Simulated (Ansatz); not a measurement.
# BH₃NO radical: one structure at several levels

An exercise on one series of results from a longer session: the logs are not shown, and one member is left open.

Computed with Ansatz 0.2.0, Gaussian basis. Level: single points in def2-TZVPP.

Cores are frozen in the correlated methods. Orbitals are unrestricted.

**The starting structure**

SMILES `NB[O]`, 6 atoms, charge 0, spin multiplicity 2.

Atoms are counted from 1 here; the program's logs count them from 0.

Bond lengths: N1–B2 1.414 Å, N1–H4 1.028 Å, N1–H5 1.027 Å, B2–O3 1.243 Å, B2–H6 1.204 Å. Angles: B2–N1–H4 124.0°, B2–N1–H5 118.8°, H4–N1–H5 111.2°, N1–B2–O3 133.5°, N1–B2–H6 112.1°, O3–B2–H6 114.4°.

Geometry (Å):

```
N    -0.3657    0.2430   -0.6069
B     0.4146   -0.0780    0.5275
O     0.5565    0.4476    1.6452
H    -0.4774   -0.3753   -1.4211
H    -1.1830    0.8541   -0.4892
H     1.0486   -1.0897    0.3701
```

Set-up of the first run:

Input file run/in.yaml:

```yaml
crystal:
  periodic: [false, false, false]
  atoms:
    - {symbol: N, position_ang: [-0.365700, 0.243000, -0.606900]}
    - {symbol: B, position_ang: [0.414600, -0.078000, 0.527500]}
    - {symbol: O, position_ang: [0.556500, 0.447600, 1.645200]}
    - {symbol: H, position_ang: [-0.477400, -0.375300, -1.421100]}
    - {symbol: H, position_ang: [-1.183000, 0.854100, -0.489200]}
    - {symbol: H, position_ang: [1.048600, -1.089700, 0.370100]}
basis:
  gaussian: {orbitals: def2-TZVPP}
magnetization: {spin_polarized: true, initial_magnetization: 1}
correlation: {method: ccsd_t}
scf: {omitted_lower_state_checks: [cluster_reference]}
output: {forces: true}
```

No record of the launch command was kept for these runs.

Steps of the session up to this table: CCSD(T)/def2-TZVPP; PBE0-D4/def2-TZVPP; wB97M-V/def2-TZVPP; r2SCAN-D4/def2-TZVPP; PBE-D4/def2-TZVPP; wB97X-V/def2-TZVPP; revPBE-D4/def2-TZVPP.

One table of the session follows, with a row left open; its other results are not shown here.

| method | RMS force component (eV/Å) | angle to CCSD(T) forces (°) | dipole (D) |
| --- | --- | --- | --- |
| CCSD(T) | 1.782 | reference | 2.46 |
| PBE0-D4 | 1.523 | 4.6 | 2.63 |
| wB97M-V | 1.591 | 2.6 | 2.56 |
| r2SCAN-D4 | ? | ? | ? |
| PBE-D4 | 1.360 | 9.9 | 2.92 |
| wB97X-V | 1.658 | 1.8 | 2.56 |
| revPBE-D4 | 1.456 | 9.7 | 2.88 |

**Question.** Estimate the row for r2SCAN-D4.

The run gave: RMS force component (eV/Å): 1.453; angle to CCSD(T) forces (°): 5.2; dipole (D): 2.75. In the column «RMS force component (eV/Å)» it lies between PBE-D4 (1.360) and revPBE-D4 (1.456).
